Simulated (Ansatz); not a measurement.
in.yaml

```yaml
crystal:
  periodic: [false, false, false]
  atoms:
    - {symbol: Al, position_ang: [0.000000, 0.000000, 2.431400]}
    - {symbol: Ga, position_ang: [0.000000, 0.000000, -6.484600]}
    - {symbol: H, position_ang: [0.000000, 0.000000, 4.053200]}
basis:
  gaussian: {orbitals: STO-3G}
magnetization: {spin_polarized: false, initial_magnetization: 1}
correlation: {method: fic_mrcisd_q, electrons: all, active_space: {window: {electrons: 2, orbitals: 1}}}
accuracy: high
scf: {lower_state_search: off}
```

```sh
$ ansatz run in.yaml --threads 1 --pin off --events-out ev --progress --plain --max-ram 2393MiB
```

Problem. One thing in this input was set wrong on purpose, beside settings that are merely unusual. What is the gravest fault, and what does the program do?

Solution. Impossible active window. How the run ends: stopped by an error.
```
these checks for a lower state are left out or cut short: stability, starts, cluster_reference, orbital_swaps, neighbouring_geometries, increment
327 factors; integrals over basis functions are off by at most 1.1e-8 eV
mean field evaluation 1: about -58237.9043 eV, gradient 9.8e0 eV
mean field evaluation 2: about -58237.9224 eV, gradient 9.8e0 eV
mean field evaluation 4: about -58238.5109 eV, gradient 2.0e-1 eV
mean field evaluation 8: about -58238.5099 eV, gradient 6.1e-3 eV
mean field evaluation 16: about -58242.5167 eV, gradient 8.0e0 eV
mean field -58242.71306671 eV, -2140.3802268726 hartree, gradient 2.9e-9 eV, S^2 0.750000; 0 other end points of the search recorded, 0 dependent functions left out
reference -58242.71306671 eV, -2140.3802268726 hartree; 23, 22 occupied and 5, 6 virtual orbitals, 327 factors
Error: 2 electrons in 1 orbitals form no window around the highest filled level of the reference
```
